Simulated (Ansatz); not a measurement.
BH5S (SMILES [BH3-][SH2+]): the energy, rung by rung

BH5S: 7 atoms, total charge 0, spin state singlet. SMILES: `[BH3-][SH2+]`. The shape is that of a PBE0-D4/def2-TZVP optimisation.

```xyz
7

B    -0.5256   -0.4615   -0.5043
S     0.5686    0.9776    0.2909
H    -1.6232    0.0364   -0.4315
H    -0.3444   -1.4476    0.1597
H    -0.0754   -0.4821   -1.6245
H     0.2860    0.9038    1.6049
H     1.7754    0.4055    0.4589
```

Each level gives the energy change with the B1–H4 bond stretched from 1.203 to 1.503 Å (eV). The values are calculated.

```csv
level,kind,program,value (eV),less FCI/STO-3G,CPU time (all runs)
HF/STO-3G (restricted),Hartree–Fock,Ansatz,1.32,+0.33,0.57 s
SVWN5/STO-3G (restricted),LDA,Ansatz,1.05,+0.06,1.7 s
BLYP/STO-3G (restricted),GGA,Ansatz,0.97,-0.02,2.5 s
revPBE/STO-3G (restricted),GGA,Ansatz,0.97,-0.02,2.5 s
r2SCAN0/STO-3G (restricted),hybrid meta-GGA,Ansatz,1.15,+0.16,5.2 s
wB97X/STO-3G (restricted),range-separated hybrid,Ansatz,1.11,+0.12,12 s
RPA@PBE/STO-3G (restricted),RPA,Ansatz,0.93,-0.06,3.6 s
CCSD(T)/STO-3G (restricted),coupled cluster or CI,Ansatz,0.99,0.00,0.3 s
CCSDTQ/STO-3G (restricted),coupled cluster or CI,Ansatz,0.99,0.00,8.9 s
FCI/STO-3G,exact in the basis,Ansatz,0.99,0.00,23 s
```

FCI/STO-3G is exact within its basis and frozen core, so for wave-function methods in that basis the difference is their error; functionals converge differently with the basis, so for them it is only a difference. The first shape isn't each level's own minimum. The values span 0.93 to 1.32 eV. All rows use very small basis sets, so none should be taken for the real molecule's value. Times are those of the runs behind each value, whatever else they computed, on shared processors of several kinds: orders of magnitude only.
